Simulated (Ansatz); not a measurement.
## What a trial cell of NaW2 relaxes into

Level of theory: Ansatz 0.2.0, DFT PBE, scalar-relativistic, plane waves, PAW. Cutoff 420 eV, Γ-centred k mesh, Gaussian smearing, no spin polarisation in the final step.

The start is a random cell of NaW2 with space group Pmmn (No. 59), drawn with lower limits on the distances.

```
Na W
1.0
     4.91664    0.00000    0.00000
     0.00000    4.96415    0.00000
     0.00000    0.00000    5.50947
Na W
2 4
Direct
  0.00000 0.50000 0.12500
  0.50000 0.00000 0.87500
  0.25000 0.00000 0.25000
  0.75000 0.00000 0.25000
  0.25000 0.50000 0.75000
  0.75000 0.50000 0.75000
```

Cell and atoms relax at zero pressure; the relaxation can't lower the symmetry of the start. After a coarse first stage the cell is made exact in the group found at 0.06 Å.

Energies over the elements count from the elements' standard structures at the same level, with no empirical corrections.

Q: What does it relax into?

A: It keeps Pmmn (No. 59). Conventional cell: a = 4.616 Å, b = 5.039 Å, c = 6.350 Å. Na has 8 W at 3.39–3.42 Å and 4 Na at 3.57 Å; W is coordinated by 4 W at 2.52–2.54 Å.

```xyz
6
Lattice="4.6164 0.0000 0.0000 0.0000 5.0388 0.0000 0.0000 0.0000 6.3503" Properties=species:S:1:pos:R:3 pbc="T T T"
Na    2.3082    0.0000    5.8354
Na    0.0000    2.5194    0.5148
W     0.0000    1.2617    3.6994
W     0.0000    3.7771    3.6994
W     2.3082    1.2577    2.6508
W     2.3082    3.7810    2.6508
```

Q: What are its volume, energy, density and gap?

A: The volume per atom is 24.62 Å³ and the density is 8.78 g/cm³. The energy over the elements is 1.44 eV/atom. The gap on the 8×8×6 mesh is 0 eV (a metal).

The final run used a 8×8×6 mesh on its 6-atom cell and 0.10 eV smearing. For metals, differences of a few meV/atom aren't resolved. Spin–orbit coupling is left out. A structure relaxed within its symmetry needn't be a true minimum.

Cost: 2 runs of about 4.8 core-minutes in all, on Intel Xeon 6975P-C (Granite Rapids) (shared hosts).